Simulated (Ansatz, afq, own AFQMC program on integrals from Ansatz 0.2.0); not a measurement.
**Atomization energy of PtH2O, singlet**

```xyz
4

Pt    0.0048    0.0000    0.1741
O    -0.1104    0.0000   -1.8575
H     0.4099   -0.7773   -2.1046
H     0.4099    0.7773   -2.1046
```

Connectivity, by distances: Pt–OH2.

Atoms in their ground-state spins without spin–orbit coupling (mostly on UHF) minus the molecule (RHF), without zero-point energy. The geometry is a stationary point, not shown to be a minimum.

Basis def2-TZVP with its core potentials. Noble-gas cores (and the filled d shells of Ga–Kr and In–Xe) are frozen. Ansatz 0.2.0 and our own AFQMC program on the same integrals; the CISD trial comes from CCSD amplitudes, and released means the phaseless constraint is let go. Uncertainties: one standard error, sampling alone. No spin–orbit coupling. The metal's outer-core s and p shells are frozen, which shifts wave-function levels against functionals. The errors of all members are added in quadrature.

No full CI on the walks' own integrals is used here; CCSDT(Q) serves as the reference and is uncertain by about the last step of the cluster series. Each member takes its own surest rung, up to full CI.

The best estimate is CCSD(T) at the basis-set limit (CBS: def2-TZVPP and def2-QZVPP, with their diffuse functions for anions and beside diffuse sets, CCSD(T) itself extrapolated) plus the step from CCSD(T) to CCSDT(Q) in def2-TZVP. Rows without CBS are in def2-TZVP; B2PLYP and the wave-function rows carry a basis error of their own. Core correlation and relativity beyond core potentials are missing, and ± holds the sampling alone.

Cautions: no spin-orbit coupling; outer-core shells of the metal frozen; PtH₂O (singlet): higher spins were not checked, restricted determinant unstable towards unrestricted (UHF 279 meV lower, ⟨S²⟩ 0.69).

```
  level  atomization energy (kcal/mol)
wB97M-V                          242.8
   CCSD                          226.6
    PBE                          249.2
```

From these cheaper values, estimate the atomization energy at the level of the best estimate.

251.7 kcal/mol (best estimate, highest rung CCSDT(Q)).

```json
{"level": "HF", "atomization energy (kcal/mol)": "132.7", "error against the best estimate (kcal/mol)": "-119.0"}
{"level": "MP2", "atomization energy (kcal/mol)": "241.3", "error against the best estimate (kcal/mol)": "-10.3"}
{"level": "CCSD(T)", "atomization energy (kcal/mol)": "232.9", "error against the best estimate (kcal/mol)": "-18.8"}
{"level": "CCSDT", "atomization energy (kcal/mol)": "232.9", "error against the best estimate (kcal/mol)": "-18.8"}
{"level": "CCSDT(Q)", "atomization energy (kcal/mol)": "233.5", "error against the best estimate (kcal/mol)": "-18.2"}
{"level": "ph-AFQMC/CISD", "atomization energy (kcal/mol)": "234.2 ± 0.2", "error against the best estimate (kcal/mol)": "-17.5 ± 0.2"}
{"level": "released AFQMC", "atomization energy (kcal/mol)": "234.2 ± 0.3", "error against the best estimate (kcal/mol)": "-17.5 ± 0.3"}
{"level": "HF/CBS", "atomization energy (kcal/mol)": "135.1", "error against the best estimate (kcal/mol)": "-116.6"}
{"level": "MP2/CBS", "atomization energy (kcal/mol)": "261.5", "error against the best estimate (kcal/mol)": "9.8"}
{"level": "CCSD(T)/CBS", "atomization energy (kcal/mol)": "251.1", "error against the best estimate (kcal/mol)": "-0.6"}
{"level": "PBE0", "atomization energy (kcal/mol)": "236.1", "error against the best estimate (kcal/mol)": "-15.6"}
{"level": "B3LYP", "atomization energy (kcal/mol)": "238.3", "error against the best estimate (kcal/mol)": "-13.4"}
```

Correlation beyond CCSD(T) adds 0.6 kcal/mol. Going to the basis-set limit adds 18.2 kcal/mol at CCSD(T). The perturbative (T) step is worth +6.3 kcal/mol.

Best estimates are given only where the step beyond CCSD(T) is under 0.3 eV and no member's determinant is very poor (T1 over 0.05, or 0.07 for open shells, ⟨S²⟩ too high by 0.3, two states mixed), so the hardest cases are missing from such tables.

The functionals ran in a triple-zeta set and keep a basis error of their own, a few kJ/mol for each bond in atomization energies and more for double hybrids, so close places among them and the extrapolated levels can swap.

CCSDT and higher add their correlation energy to the determinant of the CCSD(T) run, since their own runs factorise the integrals more tightly (a shift of under 2 meV). Each member of a difference takes its own highest rung, so a best estimate needn't equal the limit plus the step of one row. A walk keeps the symmetry of its determinant, which the program's search chose and which needn't be the lowest solution, so a lower state of the same spin and another symmetry isn't excluded. Released energies are given only where the last usable release times agree within the noise; a slower fall can still hide under it. The exponents were fitted on light atoms, and def2 sets of heavy atoms don't grow evenly, so the limit is rough here.
